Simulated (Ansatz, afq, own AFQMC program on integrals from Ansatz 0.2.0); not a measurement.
# GaP, quintet: AFQMC among the cluster methods

```xyz
2

P     0.0000    0.0000    0.0000
Ga    0.0000    0.0000    2.3541
```

Basis aug-cc-pVDZ. Only valence electrons are correlated. AFQMC by an in-house program on the Cholesky factors that Ansatz 0.2.0 writes for its CCSD(T) run. ph-AFQMC/CISD is guided by a CISD state made of CCSD amplitudes; releasing the constraint for a short imaginary time cuts its bias at the price of noise, slowly where states lie close. Free AFQMC starts from the CCSD state and is never constrained. Its projection time is finite, and what remains of the start isn't in its error. ± is one standard error of the sampling. No spin–orbit coupling.

Determinant: UHF, the one that the program's search chose, which needn't be the lowest solution. The geometry is a PBE0/def2-TZVPD stationary point of this or a neighbouring charge and spin state.

No full CI on the walks' own integrals is used here; CCSDT(Q) serves as the reference and is uncertain by about the last step of the cluster series.

Cautions: no relativity below Rb; no spin-orbit coupling; inner d shell frozen; lower spins were not checked.

- T1 diagnostic: 0.0279
- weight of the determinant in the CISD state: 0.884
- ⟨S²⟩ of the determinant: 6.030
- size of the correlated space: 8 electrons in 44 orbitals

```json
{"level": "MP2", "correlation energy (eV)": "-2.8622"}
{"level": "CCSD", "correlation energy (eV)": "-3.6458"}
{"level": "CCSD(T)", "correlation energy (eV)": "-3.7742"}
```

(1) Estimate where phaseless AFQMC with a CISD trial lies against CCSD(T) on the same integrals.

(1) 2.3 ± 0.9 kJ/mol below CCSD(T).

Reference: CCSDT(Q), correlation energy -3.814 eV. The released energy is read at 2.40 1/Eh (meV from the phaseless value at times in 1/Eh: 5 ± 8 at 0.24, -1 ± 7 at 0.51, -2 ± 6 at 0.99, 3 ± 6 at 1.62, -11 ± 7 at 2.40).

```
         level  E − E(reference) (kJ/mol)  share of correlation (%)
       CCSD(T)                        3.8                     98.97
         CCSDT                        0.8                     99.77
   ph-AFQMC/HF                  7.0 ± 2.9                     98.10
 ph-AFQMC/CISD                  1.5 ± 0.9                     99.60
released AFQMC                  0.4 ± 0.7                     99.89
    free AFQMC                 -0.8 ± 0.9                    100.21
```

Free projections are given only where their last times agree within the noise and don't stop above the reference; a slow remainder of the start can still hide under it. A walk keeps the symmetry of its determinant, which the program's search chose and which needn't be the lowest solution, so a lower state of the same spin and another symmetry isn't excluded. Released energies are given only where the last usable release times agree within the noise; a slower fall can still hide under it.
